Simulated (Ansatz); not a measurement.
Steps of a relaxation of C3H2OS, SMILES `C#CC(=O)S` with RKS PBE-D4/def2-SVP.

```sh
$ ansatz run in.yaml --threads 2 --pin off --events-out ev --progress --plain --max-ram 4352MiB
```

```yaml
crystal:
  periodic: [false, false, false]
  atoms:
    - {symbol: C, position_ang: [-0.129900, -0.580900, 1.964200]}
    - {symbol: C, position_ang: [0.040300, -0.269200, 0.801600]}
    - {symbol: C, position_ang: [0.284100, 0.056300, -0.590400]}
    - {symbol: O, position_ang: [1.482900, -0.159100, -1.080100]}
    - {symbol: S, position_ang: [-0.986600, 0.768300, -1.499400]}
    - {symbol: H, position_ang: [-0.371300, -0.760800, 2.971000]}
    - {symbol: H, position_ang: [-0.258300, 0.877400, -2.612700]}
basis:
  gaussian: {orbitals: def2-SVP}
hamiltonian: {xc: pbe, dispersion: d4}
relax: {f_tol: 0.03, max_steps: 200}
```

Positions (Å) and forces (eV/Å) along the path, 8 of 8 steps:

```xyz
7
step=1 energy=-16005.5853 eV
C    -0.130   -0.581    1.964   -0.063    0.227   -0.371
C     0.040   -0.269    0.802   -0.173    0.292   -1.363
C     0.284    0.056   -0.590    5.742   -1.301   -0.713
O     1.483   -0.159   -1.080   -4.283    0.721    1.575
S    -0.987    0.768   -1.499   -1.578    0.393    0.194
H    -0.371   -0.761    2.971   -0.143   -0.358    1.272
H    -0.258    0.877   -2.613    0.497    0.025   -0.595
7
step=2 energy=-16005.7132 eV
C    -0.139   -0.584    1.955   -0.098    0.316   -0.360
C     0.065   -0.211    0.804   -0.091    0.499    0.286
C     0.361    0.189   -0.554    2.973   -2.869   -1.181
O     1.442   -0.207   -1.097   -2.130    1.513    1.290
S    -0.991    0.774   -1.487   -0.850    0.738   -0.026
H    -0.398   -0.831    2.972    0.060   -0.180    0.165
H    -0.278    0.802   -2.639    0.135   -0.017   -0.174
7
step=3 energy=-16005.9210 eV
C    -0.158   -0.546    1.926   -0.538   -0.371    1.796
C     0.078   -0.248    0.777    0.416    0.314   -0.991
C     0.399    0.077   -0.585    0.765   -0.536   -0.481
O     1.486   -0.165   -1.114   -0.957    0.403    0.385
S    -1.032    0.771   -1.436    0.316    0.024   -0.106
H    -0.426   -0.786    2.958    0.162    0.043   -0.363
H    -0.286    0.829   -2.572   -0.164    0.124   -0.240
7
step=4 energy=-16005.7993 eV rejected
C    -0.188   -0.550    1.994    0.002   -0.011    0.062
C     0.107   -0.266    0.841    0.254    0.583   -2.339
C     0.408    0.074   -0.650    0.756   -0.958    2.165
O     1.499   -0.148   -1.165   -1.136    0.310    0.385
S    -1.020    0.772   -1.461    0.296   -0.037   -0.152
H    -0.444   -0.804    3.017    0.059    0.024   -0.089
H    -0.300    0.854   -2.622   -0.231    0.090   -0.031
7
step=5 energy=-16005.9601 eV
C    -0.166   -0.547    1.946   -0.208   -0.053    0.446
C     0.083   -0.257    0.786    0.138    0.033   -0.239
C     0.404    0.057   -0.596    0.077   -0.150    0.197
O     1.488   -0.153   -1.113   -0.227    0.091    0.036
S    -1.022    0.773   -1.444    0.265   -0.046   -0.137
H    -0.426   -0.787    2.977    0.118    0.039   -0.250
H    -0.300    0.846   -2.602   -0.163    0.086   -0.054
7
step=6 energy=-16005.9697 eV
C    -0.178   -0.542    1.953   -0.032    0.015    0.001
C     0.090   -0.270    0.791    0.000    0.004   -0.038
C     0.409    0.041   -0.587   -0.001    0.036   -0.136
O     1.489   -0.152   -1.112    0.054   -0.033    0.065
S    -1.011    0.758   -1.451   -0.002   -0.007    0.025
H    -0.422   -0.779    2.979    0.009   -0.022    0.068
H    -0.316    0.876   -2.620   -0.028    0.008    0.015
7
step=7 energy=-16005.9706 eV
C    -0.184   -0.540    1.952    0.000    0.008   -0.020
C     0.085   -0.273    0.788    0.005   -0.002   -0.008
C     0.409    0.039   -0.590   -0.020    0.015   -0.030
O     1.493   -0.153   -1.109    0.027   -0.020    0.041
S    -1.011    0.755   -1.451    0.011   -0.007    0.011
H    -0.415   -0.778    2.982    0.001   -0.005    0.017
H    -0.316    0.881   -2.618   -0.025    0.012   -0.010
7
step=8 energy=-16005.9711 eV
C    -0.185   -0.539    1.951    0.002   -0.002    0.004
C     0.084   -0.273    0.787   -0.012    0.002    0.005
C     0.412    0.038   -0.591    0.014    0.000   -0.014
O     1.499   -0.157   -1.101   -0.010    0.003    0.002
S    -1.009    0.753   -1.451    0.009   -0.004    0.003
H    -0.413   -0.777    2.982    0.001    0.002   -0.006
H    -0.325    0.888   -2.624   -0.003    0.000    0.005
```

It took 11 s on 2 threads of an Arm Neoverse V1 on a shared host, with 0.12 GiB of host memory at the peak.
